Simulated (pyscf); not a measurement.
Thermochemistry of product channels of `[Cl][SiH]([Cl])[Cl]` + `[H]` [doublet] on the doublet surface, in kcal/mol, from ωB97M-D3(BJ)/def2-TZVP energies (ideal gas, 1 atm, RRHO with modes under 100 cm⁻¹ raised to 100, one conformer, R ln 2 for rigid chiral ones). Structures and frequencies: ωB97X-D3(BJ)/def2-SVP in PySCF.

| products | ΔE | ΔH(298 K) | ΔG(900 K) | ΔG(1200 K) |
|---|---|---|---|---|
| `[Cl]` [doublet] + `[Cl][Si][Cl]` [singlet] + `[H][H]` | +53.4 | +53.7 | +23.1 | +13.4 |
| `[ClH]` + `[SiH][Cl]` [singlet] + `[Cl]` [doublet] | (withheld) | +85.5 | +50.2 | +39.3 |
| `[Cl][Si]([Cl])[Cl]` [doublet] + `[H][H]` | -11.3 | -10.3 | -14.9 | (withheld) |
| `[ClH]` + `[Cl][SiH][Cl]` [doublet] | +6.8 | +9.0 | -1.7 | -4.5 |

**Question.** Complete the blanks.

**Answer.** 
- `[ClH]` + `[SiH][Cl]` [singlet] + `[Cl]` [doublet], ΔE: +84.6
- `[Cl][Si]([Cl])[Cl]` [doublet] + `[H][H]`, ΔG(1200 K): -16.2

The channel to HCl + Cl–SiH•–Cl turns favourable between 298 and 1200 K (ΔG from +5.1 kcal/mol to -4.5 kcal/mol).

These are energies of the channels, which say nothing of barriers. Left out: orbital degeneracy and the spin-orbit lowering of Cl.
